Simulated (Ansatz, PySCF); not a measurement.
This Ansatz (an electronic-structure program) input computes a r2SCAN/def2-TZVPD energy:

Ansatz 0.2 input:
```yaml
crystal:
  periodic: [false, false, false]
  atoms:
    - {symbol: S, position_ang: [-0.00745418, 0.00930076, 1.18886061]}
    - {symbol: C, position_ang: [-0.00314603, 1.23475990, -0.01554078]}
    - {symbol: C, position_ang: [0.00321953, -1.23485160, 0.00381953]}
    - {symbol: C, position_ang: [0.00610781, 0.70120956, -1.27203811]}
    - {symbol: C, position_ang: [0.00977370, -0.72102529, -1.26088861]}
    - {symbol: H, position_ang: [-0.00764255, 2.27441778, 0.26701165]}
    - {symbol: H, position_ang: [0.00407084, -2.26996127, 0.30263693]}
    - {symbol: H, position_ang: [0.01016329, 1.29868792, -2.17207880]}
    - {symbol: H, position_ang: [0.01694535, -1.33251200, -2.15145173]}
basis:
  gaussian:
    orbitals: def2-TZVPD
hamiltonian:
  xc: {name: r2SCAN}
output: {forces: true}
```

Question: Write an input for the same energy in PySCF and say what it gives.

Answer: 
```python
from pyscf import gto, scf, dft

mol = gto.M(
    atom='''
    S    -0.00745418    0.00930076    1.18886061
    C    -0.00314603    1.23475990   -0.01554078
    C     0.00321953   -1.23485160    0.00381953
    C     0.00610781    0.70120956   -1.27203811
    C     0.00977370   -0.72102529   -1.26088861
    H    -0.00764255    2.27441778    0.26701165
    H     0.00407084   -2.26996127    0.30263693
    H     0.01016329    1.29868792   -2.17207880
    H     0.01694535   -1.33251200   -2.15145173
    ''',
    basis='def2-tzvpd',
    charge=0,
    spin=0,
    verbose=4,
)

mf = dft.RKS(mol, xc='r2scan').density_fit(auxbasis='def2-universal-jkfit')
mf.grids.level = 4
mf.conv_tol = 1e-9
mf.max_cycle = 100
mf.max_memory = 1500
mf.kernel()
if not mf.converged:
    mf = mf.newton()
    mf.kernel(mf.make_rdm1())
mf.analyze()
```
It gives -552.96274 Eh, and Ansatz -552.96268 Eh, a difference of 0.06 mEh, from the treatment of integrals and grids.
